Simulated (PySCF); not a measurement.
Molecule: `CCNC`, C3H9N.

Atom-mapped SMILES (the numbers label the heavy atoms): `[CH3:1][CH2:2][NH:3][CH3:4]` (H(Xn): hydrogen on atom n).

Geometry PBE0-D3(BJ)/def2-SVP throughout; GIAO in PySCF 2.14, gas phase, one conformer, non-relativistic; equivalent atoms averaged; functional PBE0.

For orientation, def2-TZVP gives these absolute shieldings σ: C2 136.9, C4 148.2, C1 169.0, N3 215.6, H(C4) 29.02, H(C2) 28.98, H(C1) 30.42, H(N3) 32.03 ppm.

A run gave: C2 133.5, C4 144.8, C1 166.0, N3 211.2, H(C4) 28.88, H(C2) 28.85, H(C1) 30.29, H(N3) 31.74 ppm (absolute shieldings σ).

Question: Which basis set was used in that run?
A. pcSseg-1
B. 6-311+G(2d,p)
C. IGLO-III
D. STO-3G
E. aug-cc-pVDZ

Answer: C. C2 tells them apart best: IGLO-III gives 133.5, pcSseg-1 gives 135.6, aug-cc-pVDZ gives 147.6, STO-3G gives 192.1, 6-311+G(2d,p) gives 138.2 ppm.
